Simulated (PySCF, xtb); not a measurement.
Bonds broken one at a time in the series allyl-X. Isolated molecules, 0 K electronic values unless said otherwise. One relaxed conformer stands for each flexible species; it need not be the lowest. Strings in code marks are SMILES. Quantity: homolytic bond dissociation enthalpy at 298 K (no spin–orbit term). Thermal and zero-point terms are GFN2-xTB rigid-rotor harmonic values (xtb). Level 1: PBE-D3(BJ)/def2-TZVP // PBE0-D4/def2-TZVP (PySCF). Level 2: B3LYP-D3(BJ)/def2-TZVP // PBE0-D4/def2-TZVP (PySCF). B3LYP has the VWN-RPA correlation part, as in Gaussian.

```
case                                                                                                                          level 1 (kcal/mol)  level 2 (kcal/mol)
----------------------------------------------------------------------------------------------------------------------------  ------------------  ------------------
C–Se bond of `C=CC[SeH]` (C–C–C–Se torsion -114°, C–C–Se–H torsion -71°), giving `[CH2]C=C` (H–C–C–C torsion 0°) and `[SeH]`                52.4                47.7
C–S bond of `C=CCSC` (C–C–C–S torsion 113°, C–C–S–C torsion -66°), giving `C[S]` and `[CH2]C=C` (H–C–C–C torsion 0°)                        59.2                54.7
C–S bond of `C=CCS` (C–C–C–S torsion 118°, C–C–S–H torsion -57°), giving `[CH2]C=C` (H–C–C–C torsion 0°) and `[SH]`                         61.3                56.0
C–O bond of `C=CCOC` (C–C–C–O torsion -130°, C–C–O–C torsion -177°), giving `C[O]` and `[CH2]C=C` (H–C–C–C torsion 0°)                      64.5                61.2
C–C bond of `C=CCCO`, giving `[CH2]C=C` (H–C–C–C torsion 0°) and `[CH2]O` (H–C–O–H torsion 176°)                                            69.1                66.1
C–C bond of `C=CCCC` (C–C–C–C torsion 120°, C–C–C–C torsion -65°), giving `[CH2]C` and `[CH2]C=C` (H–C–C–C torsion 0°)                      70.0                66.7
N–C bond of `[C-]#[N+]CC=C` (N–C–C–C torsion 127°), giving `[C-]#[N+]` and `[CH2]C=C` (H–C–C–C torsion 0°)                                  81.9                83.4
C–C bond of `C#CCC=C` (C–C–C–C torsion 125°), giving `[CH2]C=C` (H–C–C–C torsion 0°) and `[C]#C`                                           110.5            withheld
```

Problem. Fit level 2 = a + b·x to the 7 complete rows by least squares, with x = level 1 in kcal/mol. Give a, b and the rms residual, and predict the withheld value.

Solution. Means of the 7 rows: x̄ = 65.486, ȳ = 62.257 kcal/mol. Σ(x − x̄)² = 532.11 and Σ(x − x̄)(y − ȳ) = 646.22, so b = 1.214 and a = ȳ − b·x̄ = -17.24 kcal/mol. The rms residual is 0.93 kcal/mol. At x = 110.5 the line gives 116.9 kcal/mol, outside the range of the fitted rows. The run for C–C bond of `C#CCC=C` (C–C–C–C torsion 125°), giving `[CH2]C=C` (H–C–C–C torsion 0°) and `[C]#C` gave 107.7 kcal/mol, so the line is off by 9.2 kcal/mol, more than twice the rms residual.

Codes: PySCF, xtb.
